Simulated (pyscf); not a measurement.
H₃C–ZnH + H₂O -> H₃C–Zn–OH + H₂ (four-centre exchange; singlet surface; H–Zn, H–O broken, O–Zn, H–H formed). Structures and frequencies: ωB97X-D3(BJ)/def2-SVP in PySCF. Energies in eV from the separated reactants.

```
level                   barrier  reaction energy
----------------------  -------  ---------------
PBE/def2-TZVP                 …            -0.34
r²SCAN/def2-TZVP           0.57            -0.39
B3LYP-D3(BJ)/def2-TZVP     0.71            -0.35
M06-2X/def2-TZVP           0.57            -0.43
ωB97M-D3(BJ)/def2-TZVP        …                …
HF/def2-TZVP               1.19            -0.17
```

Question: What belongs in the gaps?

Answer: 
- PBE/def2-TZVP, barrier: 0.60
- ωB97M-D3(BJ)/def2-TZVP, barrier: 0.77
- ωB97M-D3(BJ)/def2-TZVP, reaction energy: -0.27

The functionals in the table span 0.20 eV in this barrier, from r²SCAN to ωB97M-D3(BJ)/def2-TZVP. On the reactant side the descent ends in a complex (not fully relaxed), 0.34 eV under the separated species and 1.05 eV under the saddle at ωB97X-D3(BJ)/def2-TZVP. At the saddle there is also a short H–Zn contact that neither side keeps. One saddle was located; it need not be the lowest between these sides. Elements up to Kr have no core potential and no relativistic terms here.
